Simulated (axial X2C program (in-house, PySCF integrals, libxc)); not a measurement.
## Correcting the dissociation energy of CH⁺ for spin–orbit coupling

A spin-free CCSD(T) curve (one-electron X2C) was computed with an in-house all-electron X2C program for linear molecules (integrals from PySCF), basis C dyall-v3z [7s6p2d1f], H dyall-v3z [6s2p1d] (cores contracted in-house), for the state M_S = 0, Λ = 0 (closed shell). It gives D0 = 3.986 eV to C+ + H, which in a spin-free picture are the weighted means of the ground terms.

Correlated methods: 4 electrons correlated (number of frozen shells: C 1 s; H none), 108 virtual spin orbitals or spinors in MP2, 52 natural virtuals in coupled cluster.

Measured levels of the ground terms (NIST Handbook of Basic Atomic Spectroscopic Data), in cm⁻¹: C+ 2P: J = 1/2 at 0, J = 3/2 at 63.4; H 2S: J = 1/2 at 0.

The molecular state has Λ = 0, so it has no first-order lowering.

(1) How far does each ground level lie under the (2J+1)-weighted mean of its term?

(2) Correct D0.

Second-order spin–orbit effects in the molecule, which grow quickly with Z, are left out. Occupations by symmetry block were frozen at the best pattern of an incomplete PBE0 search. Dissociation energies refer to the lowest single-determinant-based atoms at the same level and basis. Coupled cluster ran in a truncated set of natural virtual spinors; the MP2 energy of the rest was added. (T) has no such correction and the atoms are truncated less, which lowers De at CCSD(T) by a hundredth of an eV or more.

Answers

(1) C+: (2 × 0 + 4 × 63.4)/6 = 42 cm⁻¹; H: a single level, 0.

(2) D0 = 3.986 + (0 − 42)/8065.5 = 3.981 eV at CCSD(T) with these spin–orbit terms.
